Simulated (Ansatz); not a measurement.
**C2H4B radical (SMILES B[C]=C): single points off equilibrium**

The atoms stand at a structure displaced at random from a GFN2-xTB minimum. How far do the functionals agree with CCSD(T) there?

Program: Ansatz 0.2.0, Gaussian basis. Level of theory: single points in def2-TZVPP. These are calculated values, not measurements.

Correlated methods freeze the cores. Orbitals are unrestricted.

## (1) The starting structure

SMILES `B[C]=C`, 7 atoms, charge 0, spin multiplicity 2.

Atoms are counted from 1 here; the program's logs count them from 0.

Bond lengths: B1–C2 1.517 Å, B1–H4 1.383 Å, B1–H5 1.061 Å, C2–C3 1.242 Å, C3–H6 1.230 Å, C3–H7 0.948 Å. Angles: C2–B1–H4 118.7°, C2–B1–H5 120.3°, H4–B1–H5 118.9°, B1–C2–C3 172.1°, C2–C3–H6 115.8°, C2–C3–H7 125.6°, H6–C3–H7 117.9°.

Coordinates:

```xyz
7

B    -1.05450    0.50990   -0.77510
C     0.09440   -0.05850    0.03710
C     1.00470   -0.39580    0.81130
H    -2.22410   -0.22140   -0.87500
H    -0.88610    1.30450   -1.45770
H     1.70740   -1.33200    0.43420
H     1.27800    0.08110    1.58340
```

## (2) CCSD(T)/def2-TZVPP

File run/in.yaml:

```yaml
crystal:
  periodic: [false, false, false]
  atoms:
    - {symbol: B, position_ang: [-1.054500, 0.509900, -0.775100]}
    - {symbol: C, position_ang: [0.094400, -0.058500, 0.037100]}
    - {symbol: C, position_ang: [1.004700, -0.395800, 0.811300]}
    - {symbol: H, position_ang: [-2.224100, -0.221400, -0.875000]}
    - {symbol: H, position_ang: [-0.886100, 1.304500, -1.457700]}
    - {symbol: H, position_ang: [1.707400, -1.332000, 0.434200]}
    - {symbol: H, position_ang: [1.278000, 0.081100, 1.583400]}
basis:
  gaussian: {orbitals: def2-TZVPP}
magnetization: {spin_polarized: true, initial_magnetization: 1}
correlation: {method: ccsd_t}
scf: {omitted_lower_state_checks: [cluster_reference]}
output: {forces: true}
```

The command line of these runs was not kept.

## (3) PBE0-D4/def2-TZVPP

run/in.yaml, as its differences from that of step 2:

```diff
@@ -13,4 +13,3 @@
 magnetization: {spin_polarized: true, initial_magnetization: 1}
-correlation: {method: ccsd_t}
-scf: {omitted_lower_state_checks: [cluster_reference]}
-output: {forces: true}
+hamiltonian: {xc: pbe0, dispersion: d4}
+output: {forces: true, orbitals: {seedname: orbitals}}
```

## (4) wB97M-V/def2-TZVPP

run/in.yaml, as its differences from that of step 3:

```diff
@@ -13,3 +13,3 @@
 magnetization: {spin_polarized: true, initial_magnetization: 1}
-hamiltonian: {xc: pbe0, dispersion: d4}
-output: {forces: true, orbitals: {seedname: orbitals}}
+hamiltonian: {xc: {name: wB97M-V}}
+output: {forces: true}
```

## (5) r2SCAN-D4/def2-TZVPP

run/in.yaml, as its differences from that of step 4:

```diff
@@ -13,3 +13,3 @@
 magnetization: {spin_polarized: true, initial_magnetization: 1}
-hamiltonian: {xc: {name: wB97M-V}}
+hamiltonian: {xc: r2scan, dispersion: d4}
 output: {forces: true}
```

## (6) PBE-D4/def2-TZVPP

run/in.yaml, as its differences from that of step 5:

```diff
@@ -13,3 +13,3 @@
 magnetization: {spin_polarized: true, initial_magnetization: 1}
-hamiltonian: {xc: r2scan, dispersion: d4}
+hamiltonian: {xc: pbe, dispersion: d4}
 output: {forces: true}
```

## (7) LC-wPBE/def2-TZVPP

run/in.yaml, as its differences from that of step 6:

```diff
@@ -13,3 +13,3 @@
 magnetization: {spin_polarized: true, initial_magnetization: 1}
-hamiltonian: {xc: pbe, dispersion: d4}
+hamiltonian: {xc: {name: LC-wPBE}}
 output: {forces: true}
```

## (8) revPBE-D4/def2-TZVPP

run/in.yaml, as its differences from that of step 7:

```diff
@@ -13,3 +13,3 @@
 magnetization: {spin_polarized: true, initial_magnetization: 1}
-hamiltonian: {xc: {name: LC-wPBE}}
+hamiltonian: {xc: {name: revPBE}, dispersion: d4}
 output: {forces: true}
```

(Steps that only read results are left out.)

Q: Predict the outcome of this session. Wanted: energy less free atoms, CCSD(T)/def2-TZVPP; RMS force component; RMS force error; HOMO and LUMO, PBE0-D4; T1 diagnostic.

**Answer**, as computed:

| quantity | value |
| --- | --- |
| energy less free atoms, CCSD(T)/def2-TZVPP | -2451.0 kJ/mol |
| RMS force component | 3.252 to 3.345 eV/Å over the methods |
| RMS force error | PBE0-D4 0.248, wB97M-V 0.248, r2SCAN-D4 0.230, PBE-D4 0.229, LC-wPBE 0.291, revPBE-D4 0.201 eV/Å |
| HOMO and LUMO, PBE0-D4 | -7.07 and -3.39 eV |
| T1 diagnostic | 0.025 |

**Reading.** Against CCSD(T) the functionals' energies less atoms differ by -162.0 to -85.1 kJ/mol, PBE-D4 by -162.0 kJ/mol. CCSD(T) in triple zeta still lacks some correlation energy of the bonds, so part of these gaps is its own basis error and they don't rank the functionals. For forces revPBE-D4 does best and LC-wPBE worst. Frozen-core CCSD(T) forces in triple zeta carry basis errors of their own, and this is one geometry, so small gaps rank nothing.
